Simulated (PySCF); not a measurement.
C₂H₃FO₂.
Atom-mapped SMILES: `[O:1]=[CH:2][O:3][CH2:4][F:5]` (hydrogens: H6 on C2; H7, H8 on C4)

Method: EOM-IP-CCSD/aug-cc-pVDZ in PySCF, restricted Hartree–Fock reference, frozen core, non-relativistic, gas phase, PBE0-D3(BJ)/def2-SVP geometry.

The vertical ionisation energies are 11.37, 12.33, 12.97, 14.10, 15.43, 15.64, 16.87, 17.63 eV.

Question: Which Hartree–Fock orbital leads each hole, and what is its Koopmans value −ε?

Answer: 
| leading hole (HF orbital) | Koopmans (eV) | EOM-IP-CCSD (eV) | change (eV) | one-hole share |
| --- | --- | --- | --- | --- |
| HOMO | 13.08 | 11.37 | -1.71 | 0.95 |
| HOMO-1 | 13.73 | 12.33 | -1.40 | 0.94 |
| HOMO-2 | 14.45 | 12.97 | -1.48 | 0.96 |
| HOMO-3 | 16.01 | 14.10 | -1.91 | 0.95 |
| HOMO-5 | 17.73 | 15.43 | -2.30 | 0.94 |
| HOMO-4 | 17.04 | 15.64 | -1.40 | 0.93 |
| HOMO-6 | 19.16 | 16.87 | -2.29 | 0.94 |
| HOMO-7 | 19.79 | 17.63 | -2.16 | 0.94 |

Question: Does the order of the lines follow the orbital energies?

Answer: No: the HOMO-5 hole (15.43 eV) falls below the HOMO-4 hole (15.64 eV). The corrections run from -2.30 to -1.40 eV, with a mean of -1.83 eV over the 8 lines; no line lies above its Koopmans value.

Question: At what kinetic energies would He I light (21.22 eV) eject these electrons?

Answer: 9.85 eV (HOMO), 8.89 eV (HOMO-1), 8.25 eV (HOMO-2), 7.12 eV (HOMO-3), 5.79 eV (HOMO-5), 5.58 eV (HOMO-4), 4.35 eV (HOMO-6), 3.59 eV (HOMO-7).

One root was sought for each valence orbital with −ε under 21 eV, eight at most, so deeper holes and satellites are missing; no vibrational structure.

The values belong to the conformer `[O:1]=[CH:2][O:3][CH2:4][F:5]`: O1–C2–O3–C4 2°, C2–O3–C4–F5 88°.
